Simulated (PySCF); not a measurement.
Record of a relaxation.

Species: ketene, C₂H₂O.
Atom-mapped SMILES: `[CH2:1]=[C:2]=[O:3]` (hydrogens: H4, H5 on C1)

Method: BHandHLYP/def2-TZVP geometry optimisation, gas phase (PySCF 2.14.0); density fitting, grid level 1; the optimiser is geomeTRIC in internal coordinates, started from a GFN2-xTB structure. The frame can shift and turn from step to step; on so coarse a grid that alone can change the energy by a few meV, and forces under 0.02 eV/Å are noise.

Step 0: E = -4151.8071 eV, largest atomic force 2.245 eV/Å
```
atom  x, y, z in Å  |  force x, y, z in eV/Å
C1     -0.501    0.015    0.150   -0.876   0.024   0.271
C2      0.731   -0.020   -0.227    2.146  -0.062  -0.654
O3      1.841   -0.053   -0.566   -1.605   0.049   0.486
H4     -1.111   -0.866    0.135    0.157  -0.111  -0.072
H5     -0.951    0.927    0.490    0.177   0.100  -0.030
```

Step 1: E = -4151.8082 eV, largest atomic force 0.564 eV/Å
```
atom  x, y, z in Å  |  force x, y, z in eV/Å
C1     -0.497    0.097    0.176   -0.042   0.141   0.073
C2      0.723   -0.056   -0.241   -0.054  -0.532  -0.180
O3      1.769   -0.301   -0.637    0.125   0.310   0.076
H4     -1.118   -0.778    0.175   -0.051   0.034   0.025
H5     -0.868    1.042    0.510    0.022   0.047   0.006
```

Step 2: E = -4151.8252 eV, largest atomic force 0.307 eV/Å
```
atom  x, y, z in Å  |  force x, y, z in eV/Å
C1     -0.499    0.083    0.172   -0.013   0.049   0.036
C2      0.721   -0.076   -0.248   -0.077  -0.289  -0.071
O3      1.783   -0.273   -0.631    0.023   0.170   0.048
H4     -1.149   -0.770    0.187    0.030   0.015  -0.010
H5     -0.847    1.039    0.503    0.037   0.054  -0.003
```

Step 3: E = -4151.8309 eV, largest atomic force 0.096 eV/Å
```
atom  x, y, z in Å  |  force x, y, z in eV/Å
C1     -0.502    0.073    0.174   -0.044  -0.054  -0.006
C2      0.715   -0.099   -0.251    0.032   0.090   0.009
O3      1.787   -0.247   -0.625    0.007  -0.025  -0.006
H4     -1.166   -0.767    0.191   -0.029   0.003   0.013
H5     -0.825    1.043    0.495    0.034  -0.013  -0.011
```

Step 4: E = -4151.8312 eV, largest atomic force 0.035 eV/Å
```
atom  x, y, z in Å  |  force x, y, z in eV/Å
C1     -0.503    0.068    0.171   -0.034   0.002   0.011
C2      0.716   -0.097   -0.252   -0.002  -0.013   0.002
O3      1.789   -0.241   -0.624    0.004   0.000  -0.003
H4     -1.175   -0.765    0.195    0.028  -0.007  -0.011
H5     -0.818    1.039    0.493    0.004   0.017   0.002
```

Step 5: E = -4151.8313 eV, largest atomic force under 0.02 eV/Å
```
atom  x, y, z in Å  |  force x, y, z in eV/Å
C1     -0.503    0.069    0.172   -0.012  -0.003   0.004
C2      0.715   -0.097   -0.252    0.005   0.001   0.000
O3      1.789   -0.243   -0.624   -0.002   0.002   0.000
H4     -1.171   -0.767    0.193    0.004  -0.002  -0.002
H5     -0.821    1.040    0.493    0.004   0.003  -0.001
```

Task: Summarise the path.

Result: The energy falls by 0.0242 eV from step 0 to step 5; nine tenths of that is first reached at step 3. It falls at every step. The largest force goes from 2.245 to under 0.02 eV/Å. Among the bonds C2=O3 changes most, from 1.162 to 1.145 Å; the atoms move by 0.017 Å rms after alignment.

What follows is the cost of the whole optimisation. On one thread of an Intel Xeon Platinum 8259CL at 2.50 GHz, shared host with 96 logical CPUs at a one-minute load of 18, this took 10 s and 0.39 GiB of memory at its peak.
